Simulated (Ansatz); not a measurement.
Reaction (SMILES): FCF → F[CH]F + H atom
B3LYP-D3(BJ)/def2-TZVP geometries, fixed; electronic energies without zero-point terms.
Largest species:
```xyz
5

C      0.0044     0.0053     0.5043
F     -0.0170     1.1024    -0.3021
F      0.0119    -1.1085    -0.2792
H     -0.9025    -0.0002     1.1113
H      0.9218     0.0234     1.0951
```

How fast the bond dissociation energy converges with the basis for several methods (Ansatz, a first-principles code): deviation from each method's own reference, in kcal/mol. References: CCSD(T) 109.34 kcal/mol, Hartree-Fock in cc-pVQZ plus the correlation part extrapolated as X^-3 from cc-pVTZ and cc-pVQZ; HF 84.21 kcal/mol, the value in aug-pcseg-3; MP2 108.54 kcal/mol, Hartree-Fock in aug-cc-pVQZ plus the correlation part extrapolated as X^-3 from aug-cc-pVTZ and aug-cc-pVQZ; PBE 102.69 kcal/mol, the value in aug-pcseg-3; PBE0 103.55 kcal/mol, the value in aug-pcseg-3; wB97M-V 107.95 kcal/mol, the value in aug-pcseg-3. Cartesian d functions, on some or all atoms, in 6-31+G*; all else is spherical. In correlated methods cores are frozen. Open shells are unrestricted. No added dispersion term, no relativity. Functionals ending in -V hold VV10 correlation. 

```csv
basis,functions,CCSD(T),HF,MP2,PBE,PBE0,wB97M-V
pcseg-0,31,-13.26,0.25,-14.06,-2.79,-1.58,-1.72
6-31G,31,-10.52,1.61,-11.19,1.87,2.09,2.77
def2-SVP,52,-5.30,0.43,-6.12,-1.78,-1.05,-0.51
cc-pVDZ,52,-6.00,0.09,-6.71,-1.81,-1.16,-0.62
6-31+G*,61,-8.00,0.92,-8.06,1.45,1.29,2.12
pcseg-2,118,-1.31,0.26,-1.57,0.13,0.17,0.15
cc-pVTZ,118,-1.87,0.09,-2.08,-0.10,-0.03,-0.02
def2-TZVPP,121,-1.63,-0.01,-1.84,0.02,0.01,0.09
def2-TZVPD,135,-3.16,-0.22,-3.54,-0.01,-0.08,-0.11
jun-cc-pV(T+d)Z,145,-1.59,0.04,-1.79,0.21,0.15,0.20
aug-pcseg-2,184,-1.18,0.14,-1.39,0.11,0.13,0.11
cc-pVQZ,225,-0.84,-0.03,-0.79,0.12,0.07,0.13
```

Mean absolute deviation over pcseg-2, cc-pVTZ, def2-TZVPP, def2-TZVPD, jun-cc-pV(T+d)Z, aug-pcseg-2: PBE0 0.10, PBE 0.10, wB97M-V 0.11, HF 0.13, CCSD(T) 1.79, MP2 2.04 kcal/mol.
